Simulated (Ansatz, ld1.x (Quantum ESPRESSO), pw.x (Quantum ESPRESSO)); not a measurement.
**pw.x on fcc H: one setting changed**

Potential: PAW, ld1.x (Quantum ESPRESSO) 7.5, LDA (PW92); core none, reference 1s1; waves: 1s (bound): rcut 1.45, rcutus 1.60 bohr; 1s channel at 0.5 Ry: rcut 1.45, rcutus 1.60 bohr; 2p channel at 0.25 Ry: rcut 1.30, rcutus 1.70 bohr; 2p channel at 1.85 Ry: rcut 1.30, rcutus 1.70 bohr; local part: all-electron potential smoothed inside 1.55 bohr (lloc = -1); core correction: none; augmentation: GAUSS, radius 1.05 bohr.

The reference run (k-mesh 18³, cutoffs 40/320 Ry, Fermi–Dirac 0.01 Ry, mixing_beta 0.4, conv_thr 1e-9, no spin) gives 0.73 GPa at 2.915 Å³/atom, where all-electron LAPW gives -0.13 GPa. This run, with its own iteration cap, changes mixing_mode to local-TF.

```
&control
  calculation='scf', prefix='x', pseudo_dir='./', outdir='./tmp', tstress=.true., disk_io='none'
/
&system
  ibrav=0, nat=1, ntyp=1, ecutwfc=40, ecutrho=320, nbnd=7,
  occupations='smearing', smearing='fd', degauss=0.01
/
&electrons
  conv_thr=1e-09, mixing_beta=0.4, electron_maxstep=60, mixing_mode='local-TF'
/
ATOMIC_SPECIES
H 1.0 H.UPF
CELL_PARAMETERS angstrom
  0.00000000 1.13379931 1.13379931
  1.13379931 0.00000000 1.13379931
  1.13379931 1.13379931 0.00000000
ATOMIC_POSITIONS crystal
H 0.0000 0.0000 0.0000
K_POINTS automatic
18 18 18 0 0 0
```

```bash
pw.x < H.scf.in > H.scf.out
```

Question: How does the run end?

Answer: It converges in 5 iterations; the free energy moves by +0.0 meV/atom and the pressure by +0.00 GPa. The result is that of the reference run.

```
Message from routine setup:
     using ibrav=0 with symmetry is DISCOURAGED, use correct ibrav instead
     lattice parameter (alat)  =       3.0301  a.u.
     unit-cell volume          =      19.6714 (a.u.)^3
     number of electrons       =         1.00
     number of Kohn-Sham states=            7
     kinetic-energy cutoff     =      40.0000  Ry
     charge density cutoff     =     320.0000  Ry
     scf convergence threshold =      1.0E-09
     Exchange-correlation= SLA  PW   NOGX NOGC
     number of k points=   195  Fermi-Dirac smearing, width (Ry)=  0.0100
     iteration #  1     ecut=    40.00 Ry     beta= 0.40
     total energy              =      -1.07195249 Ry
     estimated scf accuracy    <       0.00002876 Ry
     iteration #  2     ecut=    40.00 Ry     beta= 0.40
     total energy              =      -1.07189360 Ry
     estimated scf accuracy    <       0.00001367 Ry
     iteration #  3     ecut=    40.00 Ry     beta= 0.40
     total energy              =      -1.07188946 Ry
     estimated scf accuracy    <       0.00000001 Ry
     iteration #  4     ecut=    40.00 Ry     beta= 0.40
     total energy              =      -1.07188946 Ry
     estimated scf accuracy    <          1.7E-09 Ry
     iteration #  5     ecut=    40.00 Ry     beta= 0.40
     the Fermi energy is     4.0415 ev
!    total energy              =      -1.07188946 Ry
     estimated scf accuracy    <          3.4E-10 Ry
     smearing contrib. (-TS)   =      -0.00044548 Ry
     convergence has been achieved in   5 iterations
          total   stress  (Ry/bohr**3)                   (kbar)     P=        7.34
     Message from routine punch:
     Nothing written, as per user request (disk_io='none')
```

The run took about 1.7 s on one core of a shared host (Neoverse-V1, 32 threads, 247 GiB, load 23).
